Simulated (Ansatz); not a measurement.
Relaxation of C$_{3}$H$_{8}$FN (13 atoms, charge 0, multiplicity 1), to a largest force component of 0.015 eV/Å in at most 40 steps.

These are results of RKS B3LYP-D4/STO-3G (Ansatz 0.2.0), not measurements.

```xyz
13
Properties=species:S:1:pos:R:3
C -1.677 0.206 -0.735
N -0.560 -0.529 -0.355
C 0.356 0.309 0.359
C -0.185 1.812 0.472
F 0.426 -0.124 1.653
H -1.458 1.105 -1.399
H -2.232 0.635 0.134
H -2.380 -0.374 -1.304
H -0.080 -0.826 -1.158
H 1.376 0.351 -0.079
H -0.263 2.189 -0.605
H -1.138 1.823 0.924
H 0.519 2.344 0.987
```

Task: Where does it end, and by what steps?

Result: It converged. Limits of this set-up: minimal basis. After 12 steps the energy has fallen by 1.510 eV; H7 moved furthest, 0.89 Å.

```tsv
step	energy less start (eV)	largest force component (eV/Å)	accepted
0	0.0000	4.765	yes
1	-1.2739	1.246	yes
2	-1.3756	0.491	yes
3	-1.4141	0.265	yes
4	-1.4288	0.670	yes
5	-1.4555	0.555	yes
6	-1.4879	0.183	yes
7	-1.4930	0.203	yes
8	-1.5018	0.243	yes
9	-1.5087	0.059	yes
10	-1.5100	0.029	yes
11	-1.5103	0.016	yes
12	-1.5103	0.012	yes
```

```xyz
13
Properties=species:S:1:pos:R:3
C -1.915 -0.042 -0.694
N -0.449 -0.414 -0.636
C 0.277 0.378 0.455
C 0.153 1.953 0.361
F -0.207 -0.060 1.698
H -2.114 1.012 -0.977
H -2.356 -0.227 0.300
H -2.411 -0.699 -1.428
H -0.022 -0.079 -1.548
H 1.360 0.107 0.338
H 0.452 2.297 -0.641
H -0.879 2.277 0.559
H 0.816 2.419 1.105
```

The run took 31 s on 1 thread of Arm Neoverse V2, on a shared host, peak memory 0.12 GiB.
